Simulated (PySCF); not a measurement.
## Löwdin shares of the frontier orbitals

Species: C2H3Cl.
Numbering: `[CH2:1]=[CH:2][Cl:3]` (hydrogens: H4, H5 on C1; H6 on C2)

Level of theory: PySCF 2.14.0, density-fitted response routines, TDDFT CAM-B3LYP/def2-SVPD, vertical, gas phase, core orbitals frozen in the response. Isolated species at its GFN2-xTB geometry, gas phase.

Kohn–Sham orbitals with the atoms that hold most of them (Löwdin shares over 4%, at most four atoms; ? is withheld):

```csv
orbital,ε (eV),atoms
HOMO-3,-12.36,"C1 28%, Cl3 25%, C2 16%, H4 13%"
HOMO-2,-12.07,"Cl3 56%, C2 27%, C1 12%"
HOMO-1,-10.41,?
HOMO,-8.97,"Cl3 36%, C1 30%, C2 27%"
LUMO,0.82,?
LUMO+1,1.59,"C1 31%, Cl3 22%, C2 18%, H4 14%"
LUMO+2,1.77,"Cl3 76%, C2 14%"
```

(1) Which atoms hold the LUMO, and with what shares?

(2) Give the leading atoms of the HOMO-1.

(3) The HOMO–LUMO gap is 9.79 eV. Where does the response calculation put the lowest singlet, and from which orbitals?

Answers

(1) C2 (bonded to C, Cl and H) 36%; C1 (bonded to C and 2 H) 34%; Cl3 (bonded to C) 11%; H5 (bonded to C) 8%. By element: carbon 70%, chlorine 11%, hydrogen 8% or more.

(2) Cl3 (bonded to C) 81%; C2 (bonded to C, Cl and H) 12%.

(3) S1 is at 6.90 eV (f = 0.289), 2.89 eV below the gap, made of HOMO→LUMO (96%). Without the coupling terms of the response equations the lowest excitation would equal the gap.

Next come S2 at 7.01 eV (f 0.0024), HOMO→LUMO+2 (82%); S3 at 7.36 eV (f 0.0004), HOMO-1→LUMO (70%), HOMO→LUMO+1 (27%); S4 at 7.40 eV (f 0.0044), HOMO→LUMO+1 (66%), HOMO-1→LUMO (28%); S5 at 8.02 eV (f 0.0031), HOMO→LUMO+3 (92%).
